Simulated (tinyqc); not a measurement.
Inside a calculation. Method: geometry optimisation on the UHF/sto-6g surface (energies and gradients from PySCF), for BH, spin multiplicity 3. Computed by tinyqc, a small Python program that keeps every step (integrals from PySCF). Settings: charge = 0, multiplicity = 3, basis = sto-6g, optimiser = sd, first Hessian = 0.6, largest step = 0.5, iteration cap = 30. Command: `OMP_NUM_THREADS=1 python tinyqc.py 28670 28671 out.jsonl` (the two numbers bound the seeds that draw the settings). One thread of a shared host (Intel(R) Xeon(R) Processor @ 2.60GHz), about 0.3 s of CPU time with the checks.

## Step 1: energy and gradient

positions at the start (bohr):
```
           x         y         z
1B  0.000000  0.000000  0.000000
2H  0.000000  0.000000  2.171295
```

Self-consistent energy and analytic gradient at these positions.

energy = -25.00530880 hartree

gradient (hartree/bohr):
```
             x           y            z
1B  0.00000000  0.00000000  -0.00026116
2H  0.00000000  0.00000000   0.00026116
```

## Step 1: move

Steepest descent, p = -g / 0.6; steps longer than 0.5 bohr are cut back.

positions after step 1 (bohr):
```
           x         y         z
1B  0.000000  0.000000  0.000435
2H  0.000000  0.000000  2.170860
```

## Step 2: energy and gradient

As before.

energy = -25.00530888 hartree

gradient (hartree/bohr):
```
             x           y            z
1B  0.00000000  0.00000000   0.00006130
2H  0.00000000  0.00000000  -0.00006130
```

## Step 2: move

As before.

positions after step 2 (bohr):
```
           x         y         z
1B  0.000000  0.000000  0.000333
2H  0.000000  0.000000  2.170962
```

## Convergence

Stop when the largest gradient component is below 3e-5 hartree/bohr.

Course of the optimisation:

| step | E (hartree) | largest gradient (hartree/bohr) |
|---|---|---|
| 1 | -25.00530880 | 2.61e-04 |
| 2 | -25.00530888 | 6.13e-05 |
| 3 | -25.00530889 | 1.44e-05 |

Final distances (angstrom):

| pair | distance |
|---|---|
| 2H-1B | 1.148647 |

Converged in 3 steps.
